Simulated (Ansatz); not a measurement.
## BHF2 (SMILES FBF): methods side by side

BHF2: 4 atoms, total charge 0, spin state singlet. SMILES: `FBF`. The shape is that of a PBE0-D4/def2-TZVP optimisation.

```xyz
4

F     1.1543    0.4569   -0.3619
B    -0.0019   -0.0310    0.0252
F    -1.0954    0.5287   -0.4389
H    -0.0570   -0.9546    0.7756
```

Each level gives the energy change with the B2–F3 bond stretched from 1.313 to 1.970 Å (eV). The values are calculated.

| level | kind | program | value (eV) | less FCI/STO-3G |
| --- | --- | --- | --- | --- |
| HF/STO-3G (restricted) | Hartree–Fock | Ansatz | 5.12 | +1.25 |
| PBE/STO-3G (restricted) | GGA | Ansatz | 3.85 | -0.02 |
| PBE0/STO-3G (restricted) | global hybrid | Ansatz | 4.33 | +0.46 |
| B2PLYP/STO-3G (restricted) | double hybrid | Ansatz | 4.33 | +0.46 |
| RPA@PBE/STO-3G (restricted) | RPA | Ansatz | 3.80 | -0.07 |
| MP2/STO-3G (restricted) | perturbation theory | Ansatz | 4.53 | +0.66 |
| CCSD/STO-3G (restricted) | coupled cluster or CI | Ansatz | 3.94 | +0.07 |
| CCSDT/STO-3G (restricted) | coupled cluster or CI | Ansatz | 3.87 | 0.00 |
| FCI/STO-3G | exact in the basis | Ansatz | 3.87 | 0.00 |

FCI/STO-3G is exact within its basis and frozen core, so for wave-function methods in that basis the difference is their error; functionals converge differently with the basis, so for them it is only a difference. Spin-restricted single references rise too steeply as a bond breaks, Hartree–Fock most of all. The first shape isn't each level's own minimum. The values span 3.80 to 5.12 eV. All rows use very small basis sets, so even the best lies far from the true value.
